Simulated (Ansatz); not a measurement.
Results of dielectric-dependent PBE hybrid (Ansatz, a quantum-chemistry and plane-wave program, plane waves, PAW) for fluorite SrCl₂.

From the output:

```
WARN output.stress: scf.exx.energy_threshold = 1e-6 eV is looser than the 3e-8 eV advised for a stress under a hybrid functional (1e-8 eV for each atom of the …
Crystal: 3 atoms, lattice volume = 84.813 Å³
Basis set: ecut = 460 eV, 1917 PW (Γ), exchange–correlation on 72×72×72 points (8 copies of the dense FFT grid, shifted against one another)
Bands: 16, of which v1, the nominal top of the filled ones, is band 12 counted from 1 (11 counted from 0)
Symmetry: 48 space group operations
Space group: Fm-3m (ITA 225), of the structure as read, at distance tolerance 4.4e-5 Å
k-points: 16 of 216
SCF iter   1: F=—  HF=-5710.722679 eV  |F-HF|=—  |Δ(HF+E_count)|=         —  Δρ=1.15e-3  dr2=9.53e-4
SCF iter   2: F=-5710.722362 eV  HF=-5710.722326 eV  |F-HF|=3.56e-5  |Δ(HF+E_count)|=   3.53e-4  Δρ=3.14e-4  dr2=4.46e-5
Crystal: 3 atoms, lattice volume = 84.813 Å³
Initial density: handed on by an earlier stage of this run
Functional: x = 0.6573180150303591 pbe(κ = 0.804, μ = 0.2195149727645171) + 0.34268198496964086 exact, c = pbe(β = 0.06672455060314922)
  ...
Crystal: 3 atoms, lattice volume = 84.813 Å³
SCF iter   5: F=—  HF=-5716.843628 eV  |F-HF|=—  |Δ(HF+E_count)|=   2.03e-8  Δρ=1.20e-6  dr2=1.62e-9
SCF iter   6: F=-5716.843628 eV  HF=-5716.843628 eV  |F-HF|=0.00e0  |Δ(HF+E_count)|=  6.38e-10  Δρ=6.14e-8  dr2=1.77e-10
SCF 3 converged in 6 iterations: F = -5716.843628 eV  dr2 = 1.77e-10
Free energy (F): -5716.843628 eV
Internal energy: -5716.843628 eV  (E = F + TS)
E sigma→0 (E₀):  -5716.843628 eV
Fermi energy:    5.356247 eV
--- Forces (eV/Å), atoms counted from 1 ---
  atom   1  Sr    -0.00000000     0.00000000     0.00000000
  atom   2  Cl     0.00000000    -0.00000000     0.00000000
  atom   3  Cl    -0.00000000     0.00000000    -0.00000000
--- Stress (GPa, compression-positive) ---
        0.236558      -0.000000      -0.000000
        0.000000       0.236558       0.000000
        0.000000       0.000000       0.236558
  P = ⅓ Tr σ = 0.2366 GPa (2.366 kbar)
```

### Question
Write an input file that could have produced this run (the log leaves some choices open).

### Answer
Several could match; the one computed here: 
Ansatz 0.2 input:
```yaml
crystal:
  lattice:
    - [0.0, 3.4872, 3.4872]
    - [3.4872, 0.0, 3.4872]
    - [3.4872, 3.4872, 0.0]
  atoms:
    - { symbol: Sr, position: [0.0, 0.0, 0.0] }
    - { symbol: Cl, position: [0.25, 0.25, 0.25] }
    - { symbol: Cl, position: [0.75, 0.75, 0.75] }
basis:
  ecutwfc: 460
  ecutrho_ratio: 4
  xc_grid: 2
kpoints:
  mp_grid: { grid: [6, 6, 6] }
hamiltonian:
  xc:
    exchange: pbe
    correlation: pbe
    exx: { coeff: inverse_dielectric }
  dispersion: none
  pseudopotentials: { kind: paw }
scf:
  occupations: { method: fermi_dirac, width: 0.01 }
  convergence: { dr2_threshold: 0.0000000003 }
output:
  forces: true
  stress: true
  eigenvalues: true
```

The PAW data were made under PBE.

Note: cell and atoms aren't relaxed at this level (pressure 0.2 GPa).
